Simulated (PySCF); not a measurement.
## How far each method lies from full CI for SiC, singlet

Geometry: a point of a stretch scan, not a stationary point.

```xyz
2

Si    0.0000    0.0000    0.0000
C     0.0000    0.0000    1.9720
```

Basis 6-31G; PySCF 2.14.0. Only valence electrons are correlated (noble-gas cores frozen), which leaves 8 electrons in 16 orbitals. Prefix R: restricted or restricted open-shell reference.

Full CI is exact within this basis and frozen core; it isn't the basis-set limit.

The determinant fills πx and πy unequally, so it is a mixture of Σ and Δ, which weighs on every level built on one determinant.

The UHF ⟨S²⟩ is 1.774, the T1 diagnostic (ROHF- or RHF-based CCSD) is 0.0197 and the largest doubles amplitude (ROHF- or RHF-based CCSD) is 0.239.

Question: From what is known of these methods and the diagnostics, rank them by the size of their error in total energy against full CI in 6-31G, smallest first (an estimate: the text doesn't fix the numbers).
A. RCCSD(T)
B. RCCSD
C. RHF
D. RMP2

Answer: A (41.2 kJ/mol), B (56.2 kJ/mol), D (127.7 kJ/mol), C (440.4 kJ/mol).

All errors are against full CI in 6-31G. Within each family the higher level lies nearer, as is usual though not guaranteed.

The full-CI state has the irrep A1 of C2v, in the program's axes (one component, if the state is degenerate).

Its occupations show that no single determinant describes this state well.

Natural occupations of full CI about the gap: 1.967 1.811 1.663 1.661 0.393 0.220 0.220 0.028 0.008 0.007; effectively unpaired electrons, Σ n²(2−n)², 1.46.
